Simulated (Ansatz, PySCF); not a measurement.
System: methanamine, CH$_{5}$N, net charge 0, singlet state. 
Geometry from a B3LYP-D3(BJ)/def2-TZVP (Ansatz, an electronic-structure program) optimisation:
```xyz
7

C      0.0542     0.7048     0.0003
N      0.0439    -0.7575     0.0005
H     -0.9369     1.1793    -0.0070
H     -0.4495    -1.1127     0.8106
H     -0.4377    -1.1131    -0.8166
H      0.5892     1.0603     0.8824
H      0.6020     1.0600    -0.8741
```

Total electronic energies in hartree. Cores are frozen in the correlated levels unless marked. Spin-orbit coupling is left out. No relativistic terms. CBS marks a two-point X^-3 extrapolation of the correlation energy; Hartree-Fock from the larger set. The bracket is a focal-point correction in the basis named.

| level | program | energy (Eh) |
|---|---|---|
| TPSS-D3(BJ)/def2-TZVPD | PySCF + dftd3 | -95.91408 |
| TPSS-D4/def2-TZVPD | PySCF + dftd4 | -95.91373 |
| PBE0/def2-TZVPD | Ansatz | -95.77884 |
| CAM-B3LYP/def2-TZVPD | Ansatz | -95.84631 |
| PBE-QIDH/def2-TZVPD | Ansatz | -95.76229 |
| RPA@PBE/cc-pVTZ | Ansatz | -95.91151 |
| MP2/aug-cc-pVDZ | Ansatz | -95.57336 |
| RI-MP2/def2-TZVPPD | Ansatz | -95.66350 |
| SCS-MP2/STO-3G | Ansatz | -94.14065 |
| SCS-MP2/aug-cc-pVDZ | Ansatz | -95.57425 |
| SCS-MP2/aug-cc-pVTZ | Ansatz | -95.67158 |
| CCSD/6-31G | Ansatz | -95.39766 |
| CCSD/aug-cc-pVDZ | Ansatz | -95.60275 |
| RI-MP2/CBS(cc-pVTZ,cc-pVQZ)+[CCSD(T)-MP2]/cc-pVDZ | Ansatz | -95.7503 |
| RI-MP2/CBS(aug-cc-pVTZ,aug-cc-pVQZ)+[CCSD(T)-MP2]/aug-cc-pVTZ | Ansatz | -95.7513 |

Totals of different functionals don't rank their quality; only differences between species are comparable.
